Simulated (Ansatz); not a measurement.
Geometry optimisation of the cluster B3.

```yaml
crystal:
  periodic: [false, false, false]
  atoms:
    - {symbol: B, position_ang: [0.887366, 0.053672, 0.126440]}
    - {symbol: B, position_ang: [-0.428021, -0.776681, 0.142897]}
    - {symbol: B, position_ang: [-0.459345, 0.723009, -0.269348]}
basis:
  gaussian: {orbitals: def2-TZVP}
magnetization: {spin_polarized: true, initial_magnetization: 3}
hamiltonian: {xc: pbe, dispersion: d4}
scf: {omitted_lower_state_checks: [starts]}
output: {orbitals: {seedname: orbitals}}
relax: {f_tol: 0.02, max_steps: 100}
```

```sh
$ ansatz run in.yaml --threads 4 --pin off --events-out ev --progress --plain --max-ram 3916MiB
```

Output, abridged:

```
Functional definition: PBE
mean field -2016.69281118 eV, -74.1120938473 hartree, gradient 6.7e-9 eV, S^2 3.779316; 0 other end points of the search recorded, 0 dependent functions left out
WARN: the results are in doubt because the forces break the atoms' symmetry
relax step   1: F+E_penalty+E_count = -2016.74726173 eV  Δ(F+E_penalty+E_count) = +0.000e0 eV  max|allowed force component| = 3.930e0 eV/Å  Δτ_max = 0.0000 Å  (152 SCF iters, accepted)
mean field -2017.02914995 eV, -74.1244540691 hartree, gradient 1.0e-5 eV, S^2 3.772429; 0 other end points of the search recorded, 0 dependent functions left out
relax step   2: F+E_penalty+E_count = -2017.08361264 eV  Δ(F+E_penalty+E_count) = -3.364e-1 eV  max|allowed force component| = 1.955e0 eV/Å  Δτ_max = 0.0534 Å  (48 SCF iters, accepted)
mean field -2017.18634479 eV, -74.1302308730 hartree, gradient 5.8e-5 eV, S^2 3.761893; 0 other end points of the search recorded, 0 dependent functions left out
relax step   3: F+E_penalty+E_count = -2017.24087192 eV  Δ(F+E_penalty+E_count) = -1.573e-1 eV  max|allowed force component| = 5.603e-1 eV/Å  Δτ_max = 0.0612 Å  (41 SCF iters, accepted)
mean field -2017.21465217 eV, -74.1312711501 hartree, gradient 4.2e-5 eV, S^2 3.756557; 0 other end points of the search recorded, 0 dependent functions left out
relax step   4: F+E_penalty+E_count = -2017.26926072 eV  Δ(F+E_penalty+E_count) = -2.839e-2 eV  max|allowed force component| = 1.353e-1 eV/Å  Δτ_max = 0.0410 Å  (42 SCF iters, accepted)
mean field -2017.21666965 eV, -74.1313452911 hartree, gradient 1.8e-5 eV, S^2 3.755350; 0 other end points of the search recorded, 0 dependent functions left out
relax step   5: F+E_penalty+E_count = -2017.27131729 eV  Δ(F+E_penalty+E_count) = -2.057e-3 eV  max|allowed force component| = 1.674e-2 eV/Å  Δτ_max = 0.0122 Å  (41 SCF iters, accepted)
mean field -2017.21668547 eV, -74.1313458724 hartree, gradient 2.5e-5 eV, S^2 3.755239; 0 other end points of the search recorded, 0 dependent functions left out
relax step   6: F+E_penalty+E_count = -2017.27133963 eV  Δ(F+E_penalty+E_count) = -2.233e-5 eV  max|allowed force component| = 2.078e-3 eV/Å  Δτ_max = 0.0016 Å  (33 SCF iters, accepted)
mean field -2017.21668547 eV, -74.1313458724 hartree, gradient 2.7e-5 eV, S^2 3.755239; 0 other end points of the search recorded, 0 dependent functions left out
Total energy: -2017.27137411 eV, -74.1333556429 hartree
Atom 0 at     1.011260     0.156500     0.118204 Å, force    -0.001241     0.000486    -0.000329 eV/Å
Atom 1 at    -0.572973    -0.844691     0.138331 Å, force    -0.000212    -0.002078     0.000531 eV/Å
Atom 2 at    -0.438286     0.688191    -0.256546 Å, force     0.001453     0.001593    -0.000202 eV/Å
Dipole moment:    -0.019917     0.031282    -0.011660 e Å
Checks for a lower state left out: starts
```

Run time 6 s (4 threads of Arm Neoverse V1 on a shared host).

At PBE-D4/def2-TZVP a doublet of charge 0 lies 1.56 eV below the quartet, each at its own geometry. The structure comes from a short search, and lower isomers may exist.
